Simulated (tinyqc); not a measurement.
LCCD on RHF in the sto-3g basis, for HF, spin multiplicity 1, step by step. Computed by tinyqc, a small Python program that keeps every step (integrals from PySCF). Settings: charge = 0, multiplicity = 1, basis = sto-3g, method = RHF, energy threshold = 1e-10, iteration cap = 82, orthogonalisation = symmetric, start = Wolfsberg-Helmholz matrix, DIIS depth = 6, amplitude equations = LCCD, DIIS depth for amplitudes = 6, cap on updates = 82. Command: `OMP_NUM_THREADS=1 python tinyqc.py 22049 22050 out.jsonl` (the two numbers bound the seeds that draw the settings). One thread of a shared host (Intel(R) Xeon(R) Processor @ 2.60GHz), about 0.09 s of CPU time with the checks.

Geometry (angstrom):
```
atom         x         y         z
F     0.000000  0.000000  0.000000
H     0.000000  0.000000  0.969000
```

E_corr = 1/4 sum <ij||ab> t_ij^ab; stop when the norm of the change is below 1e-8.

Course of the amplitude iterations:
```
update  correlation energy (hartree)  norm of the change
0                        -0.01972081                   -
1                        -0.02630603            6.34e-02
2                        -0.02874986            2.48e-02
3                        -0.03032251            9.90e-03
4                        -0.03031932            2.36e-04
5                        -0.03031878            1.72e-05
6                        -0.03031878            3.58e-07
7                        -0.03031878            3.44e-08
8                        -0.03031878            2.67e-10
```

Can the last value be used, and what does the course show?

Yes. Converged in 8 updates, with DIIS from the third.
